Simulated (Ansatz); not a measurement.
hcp Os, treated with PBE (plane waves, PAW; Ansatz, an electronic-structure program).

Numerical settings: plane-wave cutoff 500 eV, 30×30×18 k mesh (along the axes of the cell as run), Fermi–Dirac smearing 0.1 eV, no spin polarisation, scalar-relativistic PAW data made under PBE.

Computed at the level's own relaxed cell.

Problem. Estimate the volume per atom, lattice parameter a and lattice parameter c that the calculation returns.

Solution. 
* **volume per atom**: 14.28 Å³/atom
* **lattice parameter a**: 2.755 Å
* **lattice parameter c**: 4.347 Å

Measured, for comparison: lattice constant a 2.734 Å (293 K, no zero-point or thermal correction, our sources range from 2.734 to 2.740; as tabulated in Wikipedia's data pages); lattice parameter c 4.320 Å (293 K, no zero-point or thermal correction; as tabulated in Wikipedia's data pages). Computed (rounded) less measured: lattice constant a +0.8 % (+0.5 % to +0.8 % over the range), lattice parameter c +0.6 %.

Spin–orbit coupling is not included.

Cost on a shared machine: roughly 3.0 core-minutes.
